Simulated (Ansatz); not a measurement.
Process, species as SMILES: [CH] (CH) → CH+ (singlet, bonded as [CH]) + e-
B3LYP-D3(BJ)/def2-TZVP geometries, fixed; electronic energies without zero-point terms.

Basis-set convergence of the adiabatic ionisation energy at MP2 with Ansatz (a quantum-chemistry and plane-wave program). All functions are spherical. Cores are frozen. The T1 diagnostic of CCSD is high for at least one species. A restricted Hartree-Fock determinant is unstable towards unrestricted orbitals. An unrestricted Hartree-Fock determinant is markedly spin-contaminated. Open shells are unrestricted. No added dispersion term, no relativity. Functions are those of the species that has most. Reference: Hartree-Fock in aug-cc-pV5Z plus the correlation part extrapolated as X^-3 from aug-cc-pVQZ and aug-cc-pV5Z, 10.560 eV, itself unsure by roughly 0.003 eV (a third of the extrapolation step and of the last Hartree-Fock step).

| basis | functions | adiabatic ionisation energy (eV) |
|---|---|---|
| def2-SV(P) | 16 | 10.371 |
| cc-pVDZ | 19 | 10.319 |
| def2-SVPD | 28 | ? |
| def2-TZVP | 37 | 10.495 |
| def2-TZVPPD | 54 | ? |
| aug-cc-pVTZ | 69 | 10.525 |
| cc-pVQZ | 85 | 10.529 |
| def2-QZVPP | 87 | ? |
| pcseg-3 | 93 | ? |

**Question.** Complete the blanks.

**Answer.** 
- def2-SVPD, adiabatic ionisation energy (eV): 10.490
- def2-TZVPPD, adiabatic ionisation energy (eV): 10.517
- def2-QZVPP, adiabatic ionisation energy (eV): 10.535
- pcseg-3, adiabatic ionisation energy (eV): 10.538
